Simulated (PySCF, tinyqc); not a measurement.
RHF in the sto-6g basis, for H2O, spin multiplicity 1, step by step (part 1 of 2). The lowest restricted solution is unstable here: a spin-polarised one lies 0.0143 hartree lower (PySCF). Computed by tinyqc, a small Python program that keeps every step (integrals from PySCF). Settings: charge = 0, multiplicity = 1, basis = sto-6g, energy threshold = 1e-10, iteration cap = 51, orthogonalisation = symmetric, start = core, DIIS depth = 3, shift = 0.5, method = RHF. Command: `OMP_NUM_THREADS=1 python tinyqc.py 31440 31441 out.jsonl` (the two numbers bound the seeds that draw the settings). One thread of a shared host (Intel(R) Xeon(R) Processor @ 2.60GHz), about 0.1 s of CPU time with the checks. Later iterations appear only in the table of the cycle.

## One-electron integrals

Geometry (angstrom):
```
atom         x          y         z
O     0.000000   0.000000  0.000000
H     0.000000   1.116000  0.750000
H     0.000000  -1.109000  0.745000
```

Basis sto-6g: exponents (1/bohr^2) and contraction coefficients of normalised primitives:
```
element  l (shell)     exponent  coefficient
O            s (1)  1355.584234     0.009164
O            s (1)   248.544885     0.049361
O            s (1)    69.533902     0.168538
O            s (1)    23.886772     0.370563
O            s (1)     9.275933     0.416492
O            s (1)     3.820341     0.130334
O            s (2)    52.187762    -0.013253
O            s (2)    10.329320    -0.046992
O            s (2)     3.210345    -0.033785
O            s (2)     1.235135     0.250242
O            s (2)     0.536420     0.595117
O            s (2)     0.245881     0.240706
O            p (3)    52.187762     0.003760
O            p (3)    10.329320     0.037679
O            p (3)     3.210345     0.173897
O            p (3)     1.235135     0.418036
O            p (3)     0.536420     0.425860
O            p (3)     0.245881     0.101708
H            s (1)    35.523221     0.009164
H            s (1)     6.513144     0.049361
H            s (1)     1.822143     0.168538
H            s (1)     0.625955     0.370563
H            s (1)     0.243077     0.416492
H            s (1)     0.100112     0.130334
```

Overlap, kinetic and nuclear-attraction integrals over the contracted functions; the nuclear repulsion is the sum of Za Zb / Rab.

nuclear repulsion = 6.55500162 hartree

overlap S, order 1O 1s, 1O 2s, 1O 2px, 1O 2py, 1O 2pz, 2H 1s, 3H 1s:
```
[[1.000000, 0.231145, 0.000000, 0.000000, 0.000000, 0.022656, 0.023112],
 [0.231145, 1.000000, 0.000000, 0.000000, 0.000000, 0.263505, 0.267305],
 [0.000000, 0.000000, 1.000000, 0.000000, 0.000000, 0.000000, 0.000000],
 [0.000000, 0.000000, 0.000000, 1.000000, 0.000000, 0.206466, -0.209016],
 [0.000000, 0.000000, 0.000000, 0.000000, 1.000000, 0.138754, 0.140412],
 [0.022656, 0.263505, 0.000000, 0.206466, 0.138754, 1.000000, 0.083099],
 [0.023112, 0.267305, 0.000000, -0.209016, 0.140412, 0.083099, 1.000000]]
```

kinetic energy T (hartree), order 1O 1s, 1O 2s, 1O 2px, 1O 2py, 1O 2pz, 2H 1s, 3H 1s:
```
[[29.327197, -0.896024, 0.000000, 0.000000, 0.000000, -0.006121, -0.006172],
 [-0.896024, 0.842618, 0.000000, 0.000000, 0.000000, 0.011454, 0.012791],
 [0.000000, 0.000000, 2.531309, 0.000000, 0.000000, 0.000000, 0.000000],
 [0.000000, 0.000000, 0.000000, 2.531309, 0.000000, 0.063701, -0.066014],
 [0.000000, 0.000000, 0.000000, 0.000000, 2.531309, 0.042810, 0.044346],
 [-0.006121, 0.011454, 0.000000, 0.063701, 0.042810, 0.768522, -0.011958],
 [-0.006172, 0.012791, 0.000000, -0.066014, 0.044346, -0.011958, 0.768522]]
```

nuclear attraction V (hartree), order 1O 1s, 1O 2s, 1O 2px, 1O 2py, 1O 2pz, 2H 1s, 3H 1s:
```
[[-62.047961, -6.333804, 0.000000, 0.000090, -0.009344, -0.707205, -0.721505],
 [-6.333804, -9.789067, 0.000000, 0.001032, -0.110641, -1.854299, -1.885327],
 [0.000000, 0.000000, -9.753163, 0.000000, 0.000000, 0.000000, 0.000000],
 [0.000090, 0.001032, 0.000000, -9.826556, 0.000441, -1.270645, 1.290139],
 [-0.009344, -0.110641, 0.000000, 0.000441, -9.786297, -0.873383, -0.886265],
 [-0.707205, -1.854299, 0.000000, -1.270645, -0.873383, -4.601826, -0.431623],
 [-0.721505, -1.885327, 0.000000, 1.290139, -0.886265, -0.431623, -4.621065]]
```

core Hamiltonian H = T + V (hartree), order 1O 1s, 1O 2s, 1O 2px, 1O 2py, 1O 2pz, 2H 1s, 3H 1s:
```
[[-32.720764, -7.229828, 0.000000, 0.000090, -0.009344, -0.713326, -0.727677],
 [-7.229828, -8.946449, 0.000000, 0.001032, -0.110641, -1.842845, -1.872536],
 [0.000000, 0.000000, -7.221855, 0.000000, 0.000000, 0.000000, 0.000000],
 [0.000090, 0.001032, 0.000000, -7.295247, 0.000441, -1.206945, 1.224126],
 [-0.009344, -0.110641, 0.000000, 0.000441, -7.254988, -0.830574, -0.841919],
 [-0.713326, -1.842845, 0.000000, -1.206945, -0.830574, -3.833303, -0.443580],
 [-0.727677, -1.872536, 0.000000, 1.224126, -0.841919, -0.443580, -3.852543]]
```

## Two-electron integrals

Functions are numbered as in S; the eight-fold symmetry (ij|kl) = (ji|kl) = (kl|ij) leaves the list below.

Two-electron integrals (ij|kl) in chemists' order, unique and non-zero (hartree):
```
(11|11) 4.787491    (21|11) 0.675884    (21|21) 0.121505    (22|11) 1.117379
(22|21) 0.249212    (22|22) 0.817383    (31|31) 0.025762    (32|31) 0.039145
(32|32) 0.180664    (33|11) 1.117381    (33|21) 0.249212    (33|22) 0.817382
(33|33) 0.880663    (41|41) 0.025762    (42|41) 0.039145    (42|42) 0.180664
(43|43) 0.047461    (44|11) 1.117381    (44|21) 0.249212    (44|22) 0.817382
(44|33) 0.785741    (44|44) 0.880663    (51|51) 0.025762    (52|51) 0.039145
(52|52) 0.180664    (53|53) 0.047461    (54|54) 0.047461    (55|11) 1.117381
(55|21) 0.249212    (55|22) 0.817382    (55|33) 0.785741    (55|44) 0.785741
(55|55) 0.880663    (61|11) 0.070313    (61|21) 0.012133    (61|22) 0.024398
(61|33) 0.024347    (61|41) 0.000493    (61|42) 0.000973    (61|44) 0.024451
(61|51) 0.000332    (61|52) 0.000654    (61|54) 0.000070    (61|55) 0.024394
(61|61) 0.001234    (62|11) 0.198545    (62|21) 0.045037    (62|22) 0.167163
(62|33) 0.164255    (62|41) 0.003004    (62|42) 0.023584    (62|44) 0.170264
(62|51) 0.002019    (62|52) 0.015850    (62|54) 0.004038    (62|55) 0.166969
(62|61) 0.004536    (62|62) 0.045683    (63|31) 0.004622    (63|32) 0.027226
(63|43) 0.004698    (63|53) 0.003157    (63|63) 0.005907    (64|11) 0.130178
(64|21) 0.029907    (64|22) 0.118209    (64|33) 0.113207    (64|41) 0.006287
(64|42) 0.042313    (64|44) 0.126467    (64|51) 0.001119    (64|52) 0.010139
(64|54) 0.005754    (64|55) 0.114952    (64|61) 0.003126    (64|62) 0.039218
(64|64) 0.039087    (65|11) 0.087485    (65|21) 0.020099    (65|22) 0.079441
(65|33) 0.076080    (65|41) 0.001119    (65|42) 0.010139    (65|44) 0.078677
(65|51) 0.005374    (65|52) 0.034040    (65|54) 0.006443    (65|55) 0.083567
(65|61) 0.002101    (65|62) 0.026356    (65|64) 0.022298    (65|65) 0.020892
(66|11) 0.390437    (66|21) 0.090157    (66|22) 0.384595    (66|33) 0.371486
(66|41) 0.006514    (66|42) 0.072518    (66|44) 0.398576    (66|51) 0.004378
(66|52) 0.048735    (66|54) 0.018206    (66|55) 0.383721    (66|61) 0.009123
(66|62) 0.144304    (66|64) 0.140573    (66|65) 0.094471    (66|66) 0.774999
(71|11) 0.071733    (71|21) 0.012377    (71|22) 0.024889    (71|33) 0.024837
(71|41) -0.000504   (71|42) -0.000993   (71|44) 0.024944    (71|51) 0.000338
(71|52) 0.000667    (71|54) -0.000072   (71|55) 0.024885    (71|61) 0.001238
(71|62) 0.004453    (71|64) 0.002841    (71|65) 0.002068    (71|66) 0.008906
(71|71) 0.001285    (72|11) 0.201865    (72|21) 0.045788    (72|22) 0.169866
(72|33) 0.166912    (72|41) -0.003055   (72|42) -0.023952   (72|44) 0.173017
(72|51) 0.002052    (72|52) 0.016091    (72|54) -0.004102   (72|55) 0.169667
(72|61) 0.004438    (72|62) 0.034957    (72|64) 0.021370    (72|65) 0.019595
(72|66) 0.085897    (72|71) 0.004704    (72|72) 0.047090    (73|31) 0.004708
(73|32) 0.027703    (73|43) -0.004775   (73|53) 0.003208    (73|63) 0.004291
(73|73) 0.006101    (74|11) -0.132123   (74|21) -0.030353   (74|22) -0.119920
(74|33) -0.114837   (74|41) 0.006400    (74|42) 0.043015    (74|44) -0.128314
(74|51) -0.001137   (74|52) -0.010287   (74|54) 0.005846    (74|55) -0.116609
(74|61) -0.002826   (74|62) -0.021321   (74|64) -0.009263   (74|65) -0.011759
(74|66) -0.050381   (74|71) -0.003237   (74|72) -0.040361   (74|74) 0.040196
(75|11) 0.088757    (75|21) 0.020390    (75|22) 0.080560    (75|33) 0.077145
(75|41) -0.001137   (75|42) -0.010287   (75|44) 0.079783    (75|51) 0.005472
(75|52) 0.034613    (75|54) -0.006547   (75|55) 0.084751    (75|61) 0.002056
(75|62) 0.019566    (75|64) 0.011764    (75|65) 0.015053    (75|66) 0.051649
(75|71) 0.002175    (75|72) 0.027114    (75|74) -0.022904   (75|75) 0.021488
(76|11) 0.043357    (76|21) 0.009939    (76|22) 0.040118    (76|33) 0.039264
(76|41) 1.17e-06    (76|42) 0.000014    (76|44) 0.040066    (76|51) 0.000692
(76|52) 0.006524    (76|54) 3.05e-06    (76|55) 0.041024    (76|61) 0.000987
(76|62) 0.010806    (76|64) 0.008186    (76|65) 0.007035    (76|66) 0.036414
(76|71) 0.001007    (76|72) 0.010954    (76|74) -0.008275   (76|75) 0.007119
(76|76) 0.003351    (77|11) 0.392837    (77|21) 0.090708    (77|22) 0.386777
(77|33) 0.373517    (77|41) -0.006587   (77|42) -0.073201   (77|44) 0.400927
(77|51) 0.004425    (77|52) 0.049175    (77|54) -0.018414   (77|55) 0.385887
(77|61) 0.008783    (77|62) 0.084991    (77|64) 0.049923    (77|65) 0.051201
(77|66) 0.237464    (77|71) 0.009364    (77|72) 0.146942    (77|74) -0.142935
(77|75) 0.096021    (77|76) 0.036414    (77|77) 0.774999
```

## Orthogonalisation

S = U s U^T; symmetric (Loewdin) form X = U s^(-1/2) U^T, so that X^T S X = 1.

eigenvalues of S: [0.570288, 0.661789, 0.899001, 1.000000, 1.091940, 1.255146, 1.521835]

X, order 1O 1s, 1O 2s, 1O 2px, 1O 2py, 1O 2pz, 2H 1s, 3H 1s:
```
[[1.021686, -0.126160, 0.000000, 0.000066, -0.003355, 0.013015, 0.013189],
 [-0.126160, 1.080072, 0.000000, -0.000695, 0.030417, -0.141620, -0.144187],
 [0.000000, 0.000000, 1.000000, 0.000000, 0.000000, 0.000000, 0.000000],
 [0.000066, -0.000695, 0.000000, 1.037369, -0.000328, -0.117057, 0.118693],
 [-0.003355, 0.030417, 0.000000, -0.000328, 1.015625, -0.073128, -0.074263],
 [0.013015, -0.141620, 0.000000, -0.117057, -0.073128, 1.055954, -0.027744],
 [0.013189, -0.144187, 0.000000, 0.118693, -0.074263, -0.027744, 1.057604]]
```

## Starting guess

The start is the orbitals of the core Hamiltonian; D = 2 C_occ C_occ^T.

D at the start, order 1O 1s, 1O 2s, 1O 2px, 1O 2py, 1O 2pz, 2H 1s, 3H 1s:
```
[[2.118480, -0.521386, 0.000000, 0.000367, -0.017765, 0.046349, 0.047101],
 [-0.521386, 2.290136, 0.000000, -0.002211, 0.099571, -0.193960, -0.197209],
 [0.000000, 0.000000, 2.000000, 0.000000, 0.000000, 0.000000, 0.000000],
 [0.000367, -0.002211, 0.000000, 2.131280, -0.001124, -0.197589, 0.200352],
 [-0.017765, 0.099571, 0.000000, -0.001124, 2.054847, -0.123440, -0.125252],
 [0.046349, -0.193960, 0.000000, -0.197589, -0.123440, 0.041244, 0.004675],
 [0.047101, -0.197209, 0.000000, 0.200352, -0.125252, 0.004675, 0.042412]]
```

## Iteration 1: building the Fock matrix

J_ij = sum D_kl (ij|kl), K_ij = sum D_kl (ik|jl); F = H + J - 0.5 K; E = tr D H + tr D J / 2 - 0.25 tr D K + E_nn.

Coulomb J (hartree), order 1O 1s, 1O 2s, 1O 2px, 1O 2py, 1O 2pz, 2H 1s, 3H 1s:
```
[[18.650214, 3.357903, 0.000000, -0.000038, 0.002129, 0.337305, 0.344105],
 [3.357903, 8.806466, 0.000000, 0.000001, 0.001169, 1.737472, 1.765724],
 [0.000000, 0.000000, 8.807447, 0.000000, 0.000000, 0.000000, 0.000000],
 [-0.000038, 0.000001, 0.000000, 8.805534, 0.000032, 1.206547, -1.224039],
 [0.002129, 0.001169, 0.000000, 0.000032, 8.806414, 0.810516, 0.821953],
 [0.337305, 1.737472, 0.000000, 1.206547, 0.810516, 3.846226, 0.407533],
 [0.344105, 1.765724, 0.000000, -1.224039, 0.821953, 0.407533, 3.867935]]
```

exchange K (hartree), order 1O 1s, 1O 2s, 1O 2px, 1O 2py, 1O 2pz, 2H 1s, 3H 1s:
```
[[9.878283, 1.589405, 0.000000, -0.000013, 0.000737, 0.173590, 0.177034],
 [1.589405, 2.841054, 0.000000, -0.000040, 0.005130, 0.479039, 0.487020],
 [0.000000, 0.000000, 2.362081, 0.000000, 0.000000, 0.000000, 0.000000],
 [-0.000013, -0.000040, 0.000000, 2.363648, 0.000046, 0.250251, -0.253858],
 [0.000737, 0.005130, 0.000000, 0.000046, 2.362245, 0.167798, 0.170206],
 [0.173590, 0.479039, 0.000000, 0.250251, 0.167798, 0.141297, 0.071190],
 [0.177034, 0.487020, 0.000000, -0.253858, 0.170206, 0.071190, 0.145536]]
```

Fock matrix F (hartree), order 1O 1s, 1O 2s, 1O 2px, 1O 2py, 1O 2pz, 2H 1s, 3H 1s:
```
[[-19.009691, -4.666628, 0.000000, 0.000058, -0.007583, -0.462816, -0.472089],
 [-4.666628, -1.560510, 0.000000, 0.001053, -0.112037, -0.344893, -0.350322],
 [0.000000, 0.000000, 0.404552, 0.000000, 0.000000, 0.000000, 0.000000],
 [0.000058, 0.001053, 0.000000, 0.328462, 0.000450, -0.125524, 0.127016],
 [-0.007583, -0.112037, 0.000000, 0.000450, 0.370303, -0.103957, -0.105069],
 [-0.462816, -0.344893, 0.000000, -0.125524, -0.103957, -0.057726, -0.071642],
 [-0.472089, -0.350322, 0.000000, 0.127016, -0.105069, -0.071642, -0.057376]]
```

total energy of this density = -74.05119793 hartree

## Iteration 1: diagonalisation and new density

A level shift of 0.5 hartree raises the virtual space: F + shift (S - S D(s) S), with D(s) the density of one spin (D/2). Diagonalise F' = X^T F X, C = X C', fill 5 alpha and 5 beta electrons from the bottom; D = 2 C_occ C_occ^T. Each column has its largest component positive (the first on a tie).

F' = X^T F X (hartree):
```
[[-18.687728, -2.444492, 0.000000, 0.000180, -0.009522, -0.038856, -0.040617],
 [-2.444492, -0.678055, 0.000000, -0.000153, -0.057066, -0.217721, -0.221818],
 [0.000000, 0.000000, 0.404552, 0.000000, 0.000000, 0.000000, 0.000000],
 [0.000180, -0.000153, 0.000000, 0.416016, -0.000272, -0.196067, 0.198782],
 [-0.009522, -0.057066, 0.000000, -0.000272, 0.407123, -0.129923, -0.131911],
 [-0.038856, -0.217721, 0.000000, -0.196067, -0.129923, 0.560595, -0.027291],
 [-0.040617, -0.221818, 0.000000, 0.198782, -0.131911, -0.027291, 0.564606]]
```

orbital energies (hartree): [-19.014122, -0.458022, 0.210533, 0.334034, 0.404552, 0.714606, 0.795527]

coefficients C, order 1O 1s, 1O 2s, 1O 2px, 1O 2py, 1O 2pz, 2H 1s, 3H 1s:
```
[[0.996108, -0.241598, -0.000658, 0.068136, 0.000000, 0.069696, 0.003438],
 [0.016794, 0.966424, 0.003364, -0.334919, 0.000000, -0.421121, -0.021498],
 [0.000000, 0.000000, 0.000000, 0.000000, 1.000000, 0.000000, 0.000000],
 [-0.000017, -0.001192, 0.736672, 0.001229, 0.000000, -0.031226, 0.748506],
 [0.001116, 0.124939, -0.001936, 0.833154, 0.000000, -0.576999, -0.024601],
 [-0.002349, 0.079613, 0.359845, 0.279713, 0.000000, 0.714350, -0.656290],
 [-0.002388, 0.080701, -0.359402, 0.276232, 0.000000, 0.658012, 0.717560]]
```

D after iteration 1, order 1O 1s, 1O 2s, 1O 2px, 1O 2py, 1O 2pz, 2H 1s, 3H 1s:
```
[[2.110487, -0.479159, 0.000000, -0.000260, 0.055391, -0.005505, -0.005635],
 [-0.479159, 2.092879, 0.000000, 0.001828, -0.316564, -0.031140, -0.031546],
 [0.000000, 0.000000, 2.000000, 0.000000, 0.000000, 0.000000, 0.000000],
 [-0.000260, 0.001828, 0.000000, 1.085377, -0.001103, 0.530672, -0.529037],
 [0.055391, -0.316564, 0.000000, -0.001103, 1.419520, 0.484583, 0.481840],
 [-0.005505, -0.031140, 0.000000, 0.530672, 0.484583, 0.428142, -0.091265],
 [-0.005635, -0.031546, 0.000000, -0.529037, 0.481840, -0.091265, 0.423985]]
```

## Iteration 2: building the Fock matrix

As before.

Coulomb J (hartree), order 1O 1s, 1O 2s, 1O 2px, 1O 2py, 1O 2pz, 2H 1s, 3H 1s:
```
[[17.575853, 3.126515, 0.000000, 0.000022, -0.005696, 0.314502, 0.320841],
 [3.126515, 8.218913, 0.000000, 0.000001, 0.016452, 1.665584, 1.692417],
 [0.000000, 0.000000, 8.238273, 0.000000, 0.000000, 0.000000, 0.000000],
 [0.000022, 0.000001, 0.000000, 8.207159, -0.000254, 1.174406, -1.191229],
 [-0.005696, 0.016452, 0.000000, -0.000254, 8.211304, 0.795690, 0.806805],
 [0.314502, 1.665584, 0.000000, 1.174406, 0.795690, 3.987722, 0.402290],
 [0.320841, 1.692417, 0.000000, -1.191229, 0.806805, 0.402290, 4.005945]]
```

exchange K (hartree), order 1O 1s, 1O 2s, 1O 2px, 1O 2py, 1O 2pz, 2H 1s, 3H 1s:
```
[[9.826005, 1.533959, 0.000000, -0.000026, 0.001508, 0.168989, 0.172285],
 [1.533959, 2.634411, 0.000000, 0.000011, -0.076061, 0.600286, 0.609034],
 [0.000000, 0.000000, 2.292152, 0.000000, 0.000000, 0.000000, 0.000000],
 [-0.000026, 0.000011, 0.000000, 1.824290, -0.002077, 0.487772, -0.491758],
 [0.001508, -0.076061, 0.000000, -0.002077, 1.978832, 0.374938, 0.377487],
 [0.168989, 0.600286, 0.000000, 0.487772, 0.374938, 0.717076, 0.094260],
 [0.172285, 0.609034, 0.000000, -0.491758, 0.377487, 0.094260, 0.721261]]
```

Fock matrix F (hartree), order 1O 1s, 1O 2s, 1O 2px, 1O 2py, 1O 2pz, 2H 1s, 3H 1s:
```
[[-20.057913, -4.870293, 0.000000, 0.000125, -0.015794, -0.483318, -0.492979],
 [-4.870293, -2.044741, 0.000000, 0.001028, -0.056159, -0.477403, -0.484636],
 [0.000000, 0.000000, -0.129657, 0.000000, 0.000000, 0.000000, 0.000000],
 [0.000125, 0.001028, 0.000000, -0.000233, 0.001226, -0.276425, 0.278775],
 [-0.015794, -0.056159, 0.000000, 0.001226, -0.033100, -0.222352, -0.223858],
 [-0.483318, -0.477403, 0.000000, -0.276425, -0.222352, -0.204120, -0.088421],
 [-0.492979, -0.484636, 0.000000, 0.278775, -0.223858, -0.088421, -0.207228]]
```

total energy of this density = -75.39747968 hartree

## Iteration 2: DIIS over 2 matrices

error matrix X^T (FDS - SDF) X:
```
[[0.000000, -0.003479, 0.000000, 0.000039, -0.005549, -0.004337, -0.004447],
 [0.003479, 0.000000, 0.000000, -0.000397, -0.018605, 0.122062, 0.123397],
 [0.000000, 0.000000, 0.000000, 0.000000, 0.000000, 0.000000, 0.000000],
 [-0.000039, 0.000397, 0.000000, 0.000000, -0.000045, 0.267314, -0.268546],
 [0.005549, 0.018605, 0.000000, 0.000045, 0.000000, 0.218818, 0.219633],
 [0.004337, -0.122062, 0.000000, -0.267314, -0.218818, 0.000000, -0.000363],
 [0.004447, -0.123397, 0.000000, 0.268546, -0.219633, 0.000363, 0.000000]]
```

B (overlaps of the stored error matrices):
```
[[1.3088111e+00, 7.8990426e-01],
 [7.8990426e-01, 5.4049552e-01]]
```

Minimise |sum c_i e_i|^2 with sum c_i = 1: solve [B -1; -1 0][c; lambda] = [0; -1] with B_ij = tr e_i^T e_j, and take F = sum c_i F_i.

DIIS coefficients: [-0.925457, 1.925457]

extrapolated F (hartree), order 1O 1s, 1O 2s, 1O 2px, 1O 2py, 1O 2pz, 2H 1s, 3H 1s:
```
[[-21.027997, -5.058776, 0.000000, 0.000186, -0.023393, -0.502292, -0.512311],
 [-5.058776, -2.492877, 0.000000, 0.001005, -0.004447, -0.600036, -0.608937],
 [0.000000, 0.000000, -0.624044, 0.000000, 0.000000, 0.000000, 0.000000],
 [0.000186, 0.001005, 0.000000, -0.304426, 0.001944, -0.416078, 0.419223],
 [-0.023393, -0.004447, 0.000000, 0.001944, -0.406433, -0.331922, -0.333791],
 [-0.502292, -0.600036, 0.000000, -0.416078, -0.331922, -0.339601, -0.103949],
 [-0.512311, -0.608937, 0.000000, 0.419223, -0.333791, -0.103949, -0.345910]]
```

## Iteration 2: diagonalisation and new density

As before.

F' = X^T F X (hartree):
```
[[-20.708275, -2.504064, 0.000000, 0.000392, -0.049352, -0.026554, -0.028226],
 [-2.504064, -1.517446, 0.000000, -0.001220, 0.163668, -0.384615, -0.390245],
 [0.000000, 0.000000, -0.624044, 0.000000, 0.000000, 0.000000, 0.000000],
 [0.000392, -0.001220, 0.000000, 0.045720, 0.001241, -0.581189, 0.583838],
 [-0.049352, 0.163668, 0.000000, 0.001241, -0.208531, -0.451022, -0.452241],
 [-0.026554, -0.384615, 0.000000, -0.581189, -0.451022, 0.246624, -0.001990],
 [-0.028226, -0.390245, 0.000000, 0.583838, -0.452241, -0.001990, 0.246525]]
```

orbital energies (hartree): [-21.030228, -1.376935, -0.682914, -0.624044, -0.621618, 0.839121, 0.977190]

coefficients C, order 1O 1s, 1O 2s, 1O 2px, 1O 2py, 1O 2pz, 2H 1s, 3H 1s:
```
[[0.997360, -0.236473, -0.002165, 0.000000, 0.056578, 0.079112, 0.001495],
 [0.011494, 0.959608, 0.011574, 0.000000, -0.303902, -0.459006, -0.009435],
 [0.000000, 0.000000, 0.000000, 1.000000, 0.000000, 0.000000, 0.000000],
 [-0.000020, -0.001176, 0.666388, 0.000000, 0.017449, -0.009485, 0.812069],
 [0.001544, 0.039680, -0.020979, 0.000000, 0.800357, -0.632956, -0.008486],
 [-0.001574, 0.101006, 0.411459, 0.000000, 0.336912, 0.670217, -0.642558],
 [-0.001605, 0.103063, -0.427723, 0.000000, 0.313429, 0.655178, 0.662417]]
```

D after iteration 2, order 1O 1s, 1O 2s, 1O 2px, 1O 2py, 1O 2pz, 2H 1s, 3H 1s:
```
[[2.107703, -0.465353, 0.000000, -0.000393, 0.074968, -0.014568, -0.014627],
 [-0.465353, 2.026938, 0.000000, 0.002562, -0.410755, -0.001437, -0.002642],
 [0.000000, 0.000000, 2.000000, 0.000000, 0.000000, 0.000000, 0.000000],
 [-0.000393, 0.002562, 0.000000, 0.888758, -0.000122, 0.559902, -0.559363],
 [0.074968, -0.410755, 0.000000, -0.000122, 1.285175, 0.530046, 0.527830],
 [-0.014568, -0.001437, 0.000000, 0.559902, 0.530046, 0.586025, -0.119960],
 [-0.014627, -0.002642, 0.000000, -0.559363, 0.527830, -0.119960, 0.583618]]
```
